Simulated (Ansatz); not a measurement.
# BH− (quartet): the correlation ladder at distance B1–H2 = 3.204 Å, aug-cc-pVTZ

The task here is to estimate one member of a computed series from the others.

Program: Ansatz 0.2.0, Gaussian basis. Level of theory: aug-cc-pVTZ, core rule «outside noble gas», up to 1 orbitals frozen. These are calculated values, not measurements.

Plan: UHF; CCSD(T) on ROHF; CCSD(T) on UHF; BCCD(T) on ROHF; CCSDT(Q) on ROHF; CCSDT(Q) on UHF; CASSCF and MRCISD+Q, 5 electrons in 5 orbitals; CASSCF and NEVPT2, 5 electrons in 5 orbitals.

9 further runs of the same task are left out: 9 that didn't finish.

## What is computed

The geometry derives from a PBE0/def2-TZVPD stationary point (not a proven minimum). One bond is set to the value named and the two fragments are kept rigid.

2 atoms, charge -1, spin multiplicity 4.

Atoms are counted from 1 here; the program's logs count them from 0.

No contacts short enough for the rule that draws bonds.

As a file:

```
atom   x (Å)   y (Å)   z (Å)
  B1  0.0000  0.0000  0.0000
  H2  0.0000  0.0000  3.2040
```

Set-up of the first run:

in.yaml reads:

```yaml
crystal:
  periodic: [false, false, false]
  atoms:
    - {symbol: B, position_ang: [0.000000, 0.000000, 0.000000]}
    - {symbol: H, position_ang: [0.000000, 0.000000, 3.204000]}
basis:
  gaussian: {orbitals: aug-cc-pVTZ}
total_charge: -1
magnetization: {spin_polarized: true, initial_magnetization: 3}
hamiltonian: {xc: hf}
output: {orbitals: {seedname: orbitals}}
```

The run is started by

```sh
ansatz run in.yaml --threads 1 --pin off --events-out ev --progress --plain --max-ram 2816MiB --backend cpu
```

Among the steps run: UHF; CCSD(T) on ROHF; CCSD(T) on UHF; BCCD(T) on ROHF; CCSDT(Q) on ROHF; CCSDT(Q) on UHF; CASSCF and MRCISD+Q, 5 electrons in 5 orbitals; CASSCF and NEVPT2, 5 electrons in 5 orbitals.

One of the session's tables, all rows but one given; the rest of the session is left out.

```
          method  from UCCSDT(Q) (meV)
            ROHF               +2485.4
             UHF               +2409.8
            RMP2                +664.1
            UMP2                     ?
           RCCSD                +140.7
           UCCSD                +138.4
        RCCSD(T)                 +34.3
        UCCSD(T)                 +34.3
         BCCD(T)                 +35.1
          RCCSDT                  +5.1
          UCCSDT                  +4.5
       RCCSDT(Q)                  +0.8
       UCCSDT(Q)                     0
  CASSCF valence               +2037.7
  NEVPT2 valence                +596.0
  MRCISD valence                +137.0
MRCISD+Q valence                  +3.1
```

Q: Estimate the row for UMP2 from the others.

As computed: from UCCSDT(Q) (meV): +662.9. In the column «from UCCSDT(Q) (meV)» it lies between NEVPT2 valence (+596.0) and RMP2 (+664.1).

Some runs used a GPU and others CPU threads alone; cost is compared among the CPU runs only.

Among the levels timed on like hardware, those that no quicker one beats, quickest first: NEVPT2 valence (4.6 s, +596.0 meV); BCCD(T) (12 s, +35.1 meV); RCCSD(T) (19 s, +34.3 meV); UCCSD(T) (19 s, +34.3 meV).

Caveats from the session: Of the multireference levels listed MRCISD+Q valence comes nearest in total energy (+3.1 meV), which doesn't show that its space is the better one. Restricted and unrestricted rows rest on different reference determinants; where their highest levels disagree by more than a few hundredths of an eV, they describe different states and don't form one ladder.
